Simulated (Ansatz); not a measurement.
fcc Al, treated with revPBE (Ansatz, a quantum-chemistry and plane-wave program, PAW).

Run with plane-wave cutoff 520 eV, 24×24×24 k mesh, Fermi–Dirac smearing 0.05 eV, scalar-relativistic PAW data made under PBE.

Computed points:

```tsv
V (Å³/atom)	E − E_lowest (meV/atom)
15.716	15.87
16.050	6.78
16.385	1.63
16.719	0.00
17.053	1.52
17.388	5.85
17.722	12.69
```

Fit the third-order Birch–Murnaghan equation and give B0 and B′.

V0 = 16.719 Å³/atom, B0 = 75.3 GPa, B′ = 4.6 (fit to the energies at full precision).

Measured, for comparison: bulk modulus 80.8 GPa (corrected for temperature and zero-point phonon effects, our sources range from 77.1 to 82.0; as tabulated in Levämäki et al. (2014), arXiv:1402.3671); equilibrium volume per atom 16.22 Å³/atom (static lattice: zero-point anharmonic expansion removed; as tabulated in Mejia-Rodriguez and Trickey (2018), arXiv:1807.09216). Computed (rounded) less measured: bulk modulus -7 % (-2 % to -8 % over the range), equilibrium volume per atom +3.1 %.

Computed values are for the static lattice.

It cost roughly 40 core-seconds of CPU time.
